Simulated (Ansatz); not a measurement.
System: bcc V. Method: PBE0-D3(BJ) (plane waves, PAW; Ansatz, an electronic-structure program).

Numerical settings: plane-wave cutoff 460 eV, 14×14×14 k mesh, Fermi–Dirac smearing 0.05 eV, no spin polarisation, scalar-relativistic PAW data made under PBE.

Cell (relaxed at this level):

```cif
data_V
_chemical_formula_sum 'V1'
_space_group_name_H-M_alt 'P 1'
_space_group_IT_number 1
_cell_length_a 2.52455
_cell_length_b 2.52455
_cell_length_c 2.52455
_cell_angle_alpha 109.471
_cell_angle_beta 109.471
_cell_angle_gamma 109.471
loop_
_space_group_symop_operation_xyz
  'x, y, z'
loop_
_atom_site_label
_atom_site_type_symbol
_atom_site_fract_x
_atom_site_fract_y
_atom_site_fract_z
_atom_site_occupancy
V1 V 0.00000 0.00000 0.00000 1
```

Question: What does this level give for the bulk modulus B0?

Answer: 
* **bulk modulus B0**: 232 GPa

Measured, for comparison: bulk modulus 161 GPa (corrected for temperature and zero-point phonon effects, our sources range from 159 to 166; as tabulated in Levämäki et al. (2014), arXiv:1402.3671). Computed (rounded) less measured: bulk modulus +44 % (+40 % to +46 % over the range).

Static lattice: no zero-point or thermal effects.

Cost on a shared machine: around 18 core-minutes (rough).
